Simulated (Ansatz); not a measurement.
A first try at an active-space calculation of CH4Al2, SMILES [CH2]1[AlH][AlH]1, using the Ansatz DFT code, driven from Python.

`ch4al2_cas.py`:
```python
# -*- coding: utf-8 -*-
"""Active-space calculation on CH4Al2."""

import warnings

import ansatz as az

warnings.simplefilter("ignore", az.DeckWarning)

geometry_ang = [
    ("C", (-0.6027, -0.0059, -0.6023)),
    ("Al", (-0.1189, 0.8584, 1.1071)),
    ("Al", (0.9972, -0.9375, -0.2462)),
    ("H", (-1.4939, -0.5726, -0.5649)),
    ("H", (-0.5962, 0.7151, -1.5042)),
    ("H", (-0.3122, 1.8882, 2.327)),
    ("H", (2.1879, -2.0136, -0.5623)),
]
system = az.Crystal.molecule()
for symbol, xyz in geometry_ang:
    system = system.atom(symbol, xyz)

setup = (
    system.calculation()
    .correlation(active_electrons=2, active_orbitals=2)
)
for method in [None]:
    summary = (setup if method is None else setup.correlation(method)).run(threads=1).report
    space = summary["configurations"]
    state = space["states"][0]
    print(method or "casscf", f"total {summary['free_energy_ev'] / 27.211386246:.6f} Ha, active-space state {state['energy']['hartree']:.6f} Ha, mean field {summary['reference_energy_ev'] / 27.211386246:.6f} Ha")
    print("  determinants", state["n_determinants"], " natural occupations", [round(n, 3) for n in space["natural_occupations"]])
```

```console
$ python ch4al2_cas.py
Traceback (most recent call last):
  File "ch4al2_cas.py", line 28, in <module>
    summary = (setup if method is None else setup.correlation(method)).run(threads=1).report
              ~~~~~~~~~~~~~~~~~~~~~~~~~~~~~~~~~~~~~~~~~~~~~~~~~~~~~~~~~~~~^^^^^^^^^^^
  ...
ansatz.RefusalError: invalid value for `correlation`: it needs basis.gaussian or hamiltonian.integrals
$ echo $?
1
```
(Library frames cut from the traceback.)

Find the fault and give the corrected script.

The fault: no basis is stated. The change:

`ch4al2_cas.py`
```python
# -*- coding: utf-8 -*-
"""Active-space calculation on CH4Al2."""

import warnings

import ansatz as az

BASIS = "6-31G*"

warnings.simplefilter("ignore", az.DeckWarning)

geometry_ang = [
    ("C", (-0.6027, -0.0059, -0.6023)),
    ("Al", (-0.1189, 0.8584, 1.1071)),
    ("Al", (0.9972, -0.9375, -0.2462)),
    ("H", (-1.4939, -0.5726, -0.5649)),
    ("H", (-0.5962, 0.7151, -1.5042)),
    ("H", (-0.3122, 1.8882, 2.327)),
    ("H", (2.1879, -2.0136, -0.5623)),
]
system = az.Crystal.molecule()
for symbol, xyz in geometry_ang:
    system = system.atom(symbol, xyz)

setup = (
    system.calculation()
    .basis(gaussian=BASIS)
    .correlation(active_electrons=2, active_orbitals=2)
)
for method in [None]:
    summary = (setup if method is None else setup.correlation(method)).run(threads=1).report
    space = summary["configurations"]
    state = space["states"][0]
    print(method or "casscf", f"total {summary['free_energy_ev'] / 27.211386246:.6f} Ha, active-space state {state['energy']['hartree']:.6f} Ha, mean field {summary['reference_energy_ev'] / 27.211386246:.6f} Ha")
    print("  determinants", state["n_determinants"], " natural occupations", [round(n, 3) for n in space["natural_occupations"]])
```

After the fix:

`python ch4al2_cas.py` gives:
```text
casscf total -523.912427 Ha, active-space state -523.912427 Ha, mean field -523.897310 Ha
  determinants 4  natural occupations [1.974, 0.026]
```

What to keep in mind:
- Total energies depend on the basis set; only differences at equal settings carry meaning.
- The geometry is a force-field or estimated start, not a minimum of this method, and the basis set is short of its limit. The active space starts as a window about the frontier orbitals and is then optimised, not chosen by chemistry.
- Hardware and time: 1.6 s on 1 thread of AMD EPYC 9R45 96-Core Processor (Zen 5), on a shared host, peak memory 0.18 GiB.

(A comment or docstring line of the script was reworded after the run, the code is as it ran; lines on the test bed's own set-up are left out of the output.)
